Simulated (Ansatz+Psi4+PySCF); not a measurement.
Two shapes of singlet SiF2.

Shape 1:

```xyz
3

Si   -0.0160   -0.0098    0.0039
F    -0.0129    1.2525    1.0180
F    -0.0175   -1.2441    1.0221
```

Shape 2:

```xyz
3

Si    0.0010    0.0022    0.0019
F    -1.2344   -1.0067    0.1568
F     0.5653   -0.4194   -1.4374
```

Basis set: cc-pVTZ on F; cc-pV(T+d)Z on Si (spherical functions). Left uncorrelated: 7 orbitals. Charge 0, multiplicity 1.

Computed with Ansatz (development build ahead of 0.2.0) and Psi4 1.11; each method stands on the lowest determinant of its kind that the runs found.

(1) Which shape is lower in energy, and by how much in each method?

## Answers

(1)

```csv
method,E(2) − E(1) (eV)
RHF,-0.021
RHF-MP2,-0.005
```

Shape 2 is lower.
